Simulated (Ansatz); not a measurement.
This Ansatz (an electronic-structure program) input (CCSD(T)/def2-TZVP) gives -399.20013 Eh with 55 basis functions. A basis named .json is the Basis Set Exchange file of that set (core-valence sets with the plain set on hydrogen).

Ansatz 0.2 input:
```yaml
crystal:
  periodic: [false, false, false]
  atoms:
    - {symbol: S, position_ang: [0.10491123, -0.00079548, 0.04460729]}
    - {symbol: H, position_ang: [-0.32425306, 0.99411402, -0.77358955]}
    - {symbol: H, position_ang: [-0.34497428, -0.99733403, -0.76036906]}
    - {symbol: H, position_ang: [-1.00935239, 0.01594770, 0.82024201]}
basis:
  gaussian:
    orbitals: def2-TZVP
total_charge: 1
magnetization: {spin_polarized: false}
correlation: {method: ccsd_t, electrons: outside_noble_gas}
```

Change:
```diff
- orbitals: def2-TZVP
+ orbitals: 3-21G.json
```

Task: What does the run give now?

Result: -397.04059 Eh (CCSD(T)/3-21G, 19 functions), a change of +2159.54 mEh.
